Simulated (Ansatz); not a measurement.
Ansatz (a program for electronic structure) input (HF/cc-pV(T+d)Z): A basis named .json is the Basis Set Exchange file of that set (core-valence sets with the plain set on hydrogen).

Ansatz 0.2 input:
```yaml
crystal:
  periodic: [false, false, false]
  atoms:
    - {symbol: C, position_ang: [0.01225366, -0.24478813, -1.08693639]}
    - {symbol: Cl, position_ang: [-0.00641773, 0.12820516, 0.56927130]}
    - {symbol: H, position_ang: [0.96940014, -0.33504208, -1.57184899]}
    - {symbol: H, position_ang: [-0.93382079, -0.37571690, -1.58414476]}
basis:
  gaussian:
    orbitals: cc-pV_T+d_Z.json
    fitting: {mean_field: cc-pVQZ-JKFIT.json}
hamiltonian:
  xc: {name: HF}
magnetization: {spin_polarized: true, initial_magnetization: 1}
```

Output:

```
Functional definition: HF
integrals: 0.02 GiB planned
356 factors; integrals over basis functions are off by at most 1.4e0 eV
mean field: 0.15 GiB planned
mean field evaluation 1: about -13564.4631 eV, gradient 1.0e1 eV
mean field evaluation 2: about -13565.1619 eV, gradient 3.4e0 eV
mean field evaluation 4: about -13565.3148 eV, gradient 7.5e-1 eV
mean field evaluation 8: about -13565.3278 eV, gradient 2.3e-5 eV
mean field -13565.32784931 eV, -498.5166035526 hartree, gradient 2.3e-5 eV, S^2 0.767467; 0 other end points of the search recorded, 0 dependent functions left out
reference -13565.32784931 eV, -498.5166035526 hartree; 13, 12 occupied and 84, 85 virtual orbitals, 356 factors
Total energy: -13565.32784931 eV, -498.5166035526 hartree
```
